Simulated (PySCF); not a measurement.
Compound: C₂H₅P₂ (charge -1).
Atom-mapped SMILES: `[CH2:1]=[CH:2][P-:3][PH2:4]` (hydrogens: H5, H6 on C1; H7 on C2; H8, H9 on P4)

Computed with PySCF at PBE0/pcSseg-1, non-relativistic, on one gas-phase PBE0-D3(BJ)/def2-SVP geometry that isn't relaxed in the solvent. The solvent is an IEF-PCM continuum (Bondi radii, 1.10 Å for H, scaled by 1.2). Specific hydrogen bonds and non-electrostatic terms are outside this model.

Gas phase at PBE0/pcSseg-1: HOMO 0.20 eV, LUMO 5.31 eV.

Problem. What does the continuum do to the energy and the frontier levels at PBE0/pcSseg-1 in benzene and dimethylsulfoxide?

Solution. 
```json
{"solvent": "benzene", "ε": "2.271", "E(solvent) − E(gas) (kcal/mol)": "-29.68", "polarisation term (kcal/mol)": "-30.14", "distortion of the solute (kcal/mol)": "0.46", "HOMO (eV)": "-2.32", "LUMO (eV)": "2.84"}
{"solvent": "dimethylsulfoxide", "ε": "46.83", "E(solvent) − E(gas) (kcal/mol)": "-54.11", "polarisation term (kcal/mol)": "-56.67", "distortion of the solute (kcal/mol)": "2.56", "HOMO (eV)": "-4.32", "LUMO (eV)": "0.92"}
```

The first energy column is the sum of the next two and covers electrostatics alone. From benzene to dimethylsulfoxide the lowering changes by a factor 1.82, Born's factor 1 − 1/ε by 1.75 and ε itself by 20.6.

Problem. Which radius a makes Born's formula ΔE = −(q²/2a)(1 − 1/ε) give the value in dimethylsulfoxide?

Solution. a = q²(1 − 1/ε)/(2|ΔE|) = 3.00 Å, with q = -1 e and |ΔE| = 0.0862 Eh; the farthest nucleus lies 3.23 Å from the centroid of the nuclei. The formula assumes a point charge at the centre of a sphere.

Problem. Which ESP-fitted charges (PBE0/pcSseg-1) respond most in benzene (means over atoms taken as equivalent)?

Solution. 
| atoms | environment | gas (e) | solvent (e) | change |
| --- | --- | --- | --- | --- |
| P3 | phosphorus bonded to C and P | -0.548 | -0.616 | -0.068 |
| H8/H9 | P–H hydrogen | +0.088 | +0.110 | +0.022 |
| H5 | vinylic hydrogen | +0.217 | +0.233 | +0.016 |
| C2 | alkene CH carbon | +0.353 | +0.341 | -0.012 |
| H6 | vinylic hydrogen | +0.268 | +0.279 | +0.011 |
| H7 | vinylic hydrogen | +0.042 | +0.049 | +0.007 |

Problem. Which Mayer bond orders change most in benzene?

Solution. 
| bond | length (Å) | gas | solvent | change |
| --- | --- | --- | --- | --- |
| C2–P3 | 1.799 | 1.124 | 1.104 | -0.020 |
| P3–P4 | 2.181 | 1.100 | 1.087 | -0.013 |
| C1–C2 | 1.359 | 1.809 | 1.817 | +0.008 |
| P4–H8 | 1.445 | 0.895 | 0.903 | +0.008 |
| P4–H9 | 1.446 | 0.895 | 0.903 | +0.008 |
| C1–H6 | 1.097 | 0.959 | 0.961 | +0.002 |
| C1–H5 | 1.096 | 0.962 | 0.962 | 0.000 |
| C2–H7 | 1.103 | 0.926 | 0.926 | 0.000 |

Conformer computed: `[CH2:1]=[CH:2][P-:3][PH2:4]`: C1–C2–P3–P4 180°, H–P4–P3–C2 -133°, H–P4–P3–C2 133°.
